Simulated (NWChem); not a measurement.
Program: NWChem. System: CH$_{3}$Cl, charge -1, spin multiplicity 2, at the geometry of a parent with another charge or spin, in a state set for the comparison that need not be this species' ground state. Its SCF solution wasn't tested for a lower state.

The NWChem input:

```
start mol
memory heap 200 mb stack 800 mb global 1000 mb
charge -1
geometry units angstroms nocenter noautoz
  C      1.127872    -0.056818     0.000000
  Cl    -0.660971     0.033297     0.000000
  H      1.463483    -0.596686     0.904647
  H      1.463483    -0.596686    -0.904647
  H      1.542311     0.968228     0.000000
  symmetry group Cs
end
basis spherical
  * library def2-tzvpd
end
dft
  xc xpbe96 cpbe96
  odft
  mult 2
  semidirect memsize 60000000 filesize 0
  iterations 100
end
task dft energy
```

The output up to the point where the run's verdict is printed (cleaned and shortened):

```
             Northwest Computational Chemistry Package (NWChem) 7.3.0
             --------------------------------------------------------

                                NWChem Input Module
                                -------------------

 Scaling coordinates for geometry "geometry" by  1.889725989
 (inverse scale =  0.529177249)

 Turning off AUTOSYM since
 SYMMETRY directive was detected!

                             Geometry "geometry" -> ""
                             -------------------------

 Output coordinates in angstroms (scale by  1.889725989 to convert to a.u.)

  No.       Tag          Charge          X              Y              Z
 ---- ---------------- ---------- -------------- -------------- --------------
    1 C                    6.0000     1.12787200    -0.05681800     0.00000000
    2 Cl                  17.0000    -0.66097100     0.03329700     0.00000000
    3 H                    1.0000     1.46348300    -0.59668600     0.90464700
    4 H                    1.0000     1.46348300    -0.59668600    -0.90464700
    5 H                    1.0000     1.54231100     0.96822800     0.00000000

 Effective nuclear repulsion energy (a.u.)      50.9037397874

            Nuclear Dipole moment (a.u.)
            ----------------------------
        X                 Y               Z
 ---------------- ---------------- ----------------
     0.0000037795    -0.0000056692     0.0000000000

      Symmetry information
      --------------------

 Group name             Cs
 Group number              2
 Group order               2
 No. of unique centers     4

      Symmetry unique atoms

     1    2    3    5


 Summary of "ao basis" -> "" (spherical)
 ------------------------------------------------------------------------------
       Tag                 Description            Shells   Functions and Types
 ---------------- ------------------------------  ------  ---------------------
 *                         def2-tzvpd                 on all atoms

  pbe96 is a nonlocal functional; adding pw91lda local functional.

                                 NWChem DFT Module
[...]
 d= 0,ls=0.5,diis    75   -499.8401062942 -1.40D-04  8.32D-03  3.53D-04    47.9
                                                     3.17D-05  2.95D-04
 d= 0,ls=0.5,diis    76   -499.8402442843 -1.38D-04  8.36D-03  3.66D-04    48.5
                                                     9.48D-06  3.03D-04
 d= 0,ls=0.5,diis    77   -499.8403819675 -1.38D-04  8.00D-03  3.84D-04    49.1
                                                     4.42D-05  3.13D-04
 d= 0,ls=0.5,diis    78   -499.8405490934 -1.67D-04  7.59D-03  3.84D-04    49.7
                                                     1.23D-05  3.09D-04
 d= 0,ls=0.5,diis    79   -499.8407151082 -1.66D-04  7.84D-03  3.82D-04    50.3
                                                     1.77D-05  3.03D-04
 d= 0,ls=0.5,diis    80   -499.8408674693 -1.52D-04  7.97D-03  4.08D-04    51.0
                                                     2.01D-05  3.28D-04
 d= 0,ls=0.5,diis    81   -499.8410187340 -1.51D-04  8.56D-03  4.44D-04    51.6
                                                     6.64D-06  3.62D-04
 d= 0,ls=0.5,diis    82   -499.8411718671 -1.53D-04  7.81D-03  4.93D-04    52.2
                                                     1.70D-05  4.07D-04
 d= 0,ls=0.5,diis    83   -499.8413433299 -1.71D-04  9.15D-03  5.21D-04    52.9
                                                     4.09D-05  4.20D-04
 d= 0,ls=0.5,diis    84   -499.8415067413 -1.63D-04  8.22D-03  5.54D-04    53.5
                                                     8.08D-06  4.33D-04
 d= 0,ls=0.5,diis    85   -499.8416742426 -1.68D-04  8.72D-03  6.02D-04    54.1
                                                     7.94D-05  4.73D-04
 d= 0,ls=0.5,diis    86   -499.8419318093 -2.58D-04  9.83D-03  5.57D-04    54.7
                                                     1.10D-04  4.11D-04
 d= 0,ls=0.5,diis    87   -499.8422311529 -2.99D-04  9.40D-03  4.80D-04    55.4
                                                     2.85D-05  3.18D-04
 d= 0,ls=0.5,diis    88   -499.8424302820 -1.99D-04  5.70D-03  5.11D-04    56.0
                                                     2.60D-05  3.48D-04
 d= 0,ls=0.5,diis    89   -499.8426251592 -1.95D-04  7.65D-03  5.53D-04    56.7
                                                     3.76D-05  3.86D-04
 d= 0,ls=0.5,diis    90   -499.8428289945 -2.04D-04  1.37D-02  5.92D-04    57.3
                                                     1.86D-04  4.17D-04
 d= 0,ls=0.5,diis    91   -499.8432143802 -3.85D-04  1.09D-02  4.44D-04    57.9
                                                     2.78D-04  2.67D-04
 d= 0,ls=0.5,diis    92   -499.8436331720 -4.19D-04  1.01D-02  2.74D-04    58.5
                                                     1.07D-04  1.18D-04
 d= 0,ls=0.5,diis    93   -499.8439406133 -3.07D-04  9.56D-03  2.10D-04    59.1
                                                     2.56D-05  7.14D-05
 d= 0,ls=0.5,diis    94   -499.8442042919 -2.64D-04  8.64D-03  1.80D-04    59.7
                                                     1.42D-04  5.31D-05
 d= 0,ls=0.5,diis    95   -499.8444734020 -2.69D-04  7.01D-03  1.39D-04    60.3
                                                     1.38D-04  2.07D-05
 d= 0,ls=0.5,diis    96   -499.8447032356 -2.30D-04  6.95D-03  1.22D-04    61.0
                                                     7.01D-05  1.05D-05
 d= 0,ls=0.5,diis    97   -499.8449053110 -2.02D-04  6.38D-03  1.16D-04    61.6
                                                     1.89D-05  8.62D-06
 d= 0,ls=0.5,diis    98   -499.8450951534 -1.90D-04  4.29D-03  1.11D-04    62.2
                                                     9.14D-05  7.73D-06
 d= 0,ls=0.5,diis    99   -499.8452461200 -1.51D-04  5.91D-03  1.29D-04    62.8
                                                     8.21D-05  2.45D-05
 d= 0,ls=0.5,diis   100   -499.8454268066 -1.81D-04  6.48D-03  1.12D-04    63.5
                                                     6.82D-05  1.45D-05
```

Convergence was not reached. The next line reads: Calculation failed to converge. NWChem stopped with the message: dft energy failed.
